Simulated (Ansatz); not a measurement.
Two isomers of C4H9N: A = `CN1CCC1`, B = `CC/C=C/N`.

Computed with Ansatz on PBE0-D4/def2-TZVP structures; ΔE is electronic, products minus reactants. CBS: MP2 limit from def2 TZ/QZ plus the TZ coupled-cluster correction, frozen cores. Functionals use def2-TZVPP. B3LYP here is the variant with VWN-RPA as its local correlation; programs differ in this. Each species was taken in one conformer, which may not be the lowest.

**Question.** Which is lower in electronic energy at CCSD(T)/CBS, and by how much? (An estimate is asked.)

**Answer.** Computed: B, by 76.1 kJ/mol.

**Question.** Give E(B) − E(A) in kJ/mol with ωB97M-V, B3LYP, CCSD/def2-TZVPP, CCSD(T)/def2-TZVPP, HF/def2-TZVPP, PBE0-D4, PBE-D4. (Estimate.)

**Answer.** Computed: ωB97M-V -71.8, B3LYP -90.3, CCSD/def2-TZVPP -70.9, CCSD(T)/def2-TZVPP -71.7, HF/def2-TZVPP -83.4, PBE0-D4 -68.1, PBE-D4 -75.1. None reverses the order clearly.

Largest T1 diagnostic: 0.010.

In def2-TZVPP, CCSD(T) changes the Hartree–Fock value by +11.7 kJ/mol (the triples alone add −0.8 kJ/mol) and MP2 by +13.7 kJ/mol. The D4 term adds +4.5 kJ/mol with B3LYP and +2.2 kJ/mol with PBE0; it sums over pairs of atoms, weighted by their polarisabilities, and B3LYP, whose exchange is more repulsive, gets the larger term.
